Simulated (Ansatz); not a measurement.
**The cluster Al3−: geometry, orbitals and charge**

Aim: characterise the cluster Al3− as a singlet: its structure, frontier levels and distribution of charge.

Method: RKS PBE0-D4/def2-TZVPD; program: Ansatz 0.2.0, Gaussian basis.

Plan: relaxation at r2SCAN-D4/def2-TZVPD; a single point at PBE0-D4/def2-TZVPD.

1 further run of the same task is left out (set aside as unsound or not needed). Runs told in other sessions of the task aren't counted.

## Step 1: The starting structure

3 atoms, charge -1, spin multiplicity 1.

Atoms are counted from 1 here; the program's logs count them from 0.

Bond lengths: Al1–Al2 2.465 Å, Al1–Al3 2.374 Å, Al2–Al3 2.549 Å. Angles: Al2–Al1–Al3 63.5°, Al1–Al2–Al3 56.5°, Al1–Al3–Al2 60.0°.

Geometry (Å):

```
Al    0.00000    0.00000    0.00000
Al    1.69510   -1.34370   -1.18280
Al    1.75740    1.20110   -1.05060
```

The ion is computed in the gas phase, without counter-ions or solvent.

The start is a random packing geometry.

## Step 2: Relaxation at r2SCAN-D4/def2-TZVPD

in.yaml reads:

```yaml
crystal:
  periodic: [false, false, false]
  atoms:
    - {symbol: Al, position_ang: [0.000000, 0.000000, 0.000000]}
    - {symbol: Al, position_ang: [1.695100, -1.343700, -1.182800]}
    - {symbol: Al, position_ang: [1.757400, 1.201100, -1.050600]}
basis:
  gaussian: {orbitals: def2-TZVPD}
total_charge: -1
hamiltonian: {xc: r2scan, dispersion: d4}
scf: {lower_state_search: "off"}
output: {orbitals: {seedname: orbitals}}
relax: {f_tol: 0.02, max_steps: 100}
```

Command:

```
$ ansatz run in.yaml --threads 4 --pin off --events-out ev --progress --plain --max-ram 3916MiB
```

The runs that follow: Single point, PBE0-D4/def2-TZVPD.

**Question.** What will the summary of the whole plan be? Wanted: point group; commonest bond; HOMO, LUMO at PBE0-D4/def2-TZVPD.

As calculated:

| quantity | value |
| --- | --- |
| point group | D3h |
| commonest bond | Al–Al, 3 of mean length 2.495 Å |
| HOMO, LUMO at PBE0-D4/def2-TZVPD | -0.34, 1.47 eV |

What this shows: The molecule keeps its bonding pattern by the stored test; the atoms moved 0.06 Å (rms). No usable vibrations, so a minimum isn't proven. The HOMO lies nearest to Al1, Al2, Al3 about 33 % each and the LUMO to Al1, Al3 about 37 % each; Al2 25 %. Whether this spin is the lowest isn't tested here.

The anion's highest level is positive in at least one run, so there the basis alone may hold the extra electron.
